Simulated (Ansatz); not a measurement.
The input, for Ansatz 0.2.0:

```yaml
crystal:
  periodic: [false, false, false]
  atoms:
    - {symbol: Ge, position_ang: [0.000000, -0.482260, 0.527082]}
    - {symbol: Br, position_ang: [0.000000, -0.416051, -1.771802]}
    - {symbol: H, position_ang: [0.000000, 0.898312, 1.244719]}
basis:
  gaussian: {orbitals: cc-pVTZ}
total_charge: 1
magnetization: {spin_polarized: true, initial_magnetization: 3}
hamiltonian: {xc: {name: PBE}}
output: {orbitals: {seedname: orbitals}}
```

```sh
$ ansatz run in.yaml --threads 1 --pin off --events-out ev --progress --plain --max-ram 4096MiB --backend cpu
```

Log:

```
791 factors; their error is unknown
mean field evaluation 1: about -126550.4766 eV, gradient 1.4e1 eV
mean field evaluation 2: about -126550.6041 eV, gradient 1.4e1 eV
mean field evaluation 4: about -126551.4315 eV, gradient 5.1e0 eV
mean field evaluation 8: about -126551.5986 eV, gradient 1.1e-1 eV
mean field evaluation 16: about -126551.5950 eV, gradient 5.7e-4 eV
mean field evaluation 32: about -126550.4766 eV, gradient 1.4e1 eV
mean field evaluation 64: about -126551.5545 eV, gradient 5.6e-1 eV
mean field -126551.59497755 eV, -4650.6853356728 hartree, gradient 4.1e-6 eV, S^2 3.754258; 6 other end points of the search recorded, 0 dependent functions left out
reference -126551.59501306 eV, -4650.6853369780 hartree; 35, 32 occupied and 65, 68 virtual orbitals, 791 factors
Total energy: -126551.59501306 eV, -4650.6853369780 hartree
```

Ran on 1 thread of AMD EPYC 7R13, shared host: 14 s wall, 0.24 GiB peak host memory.
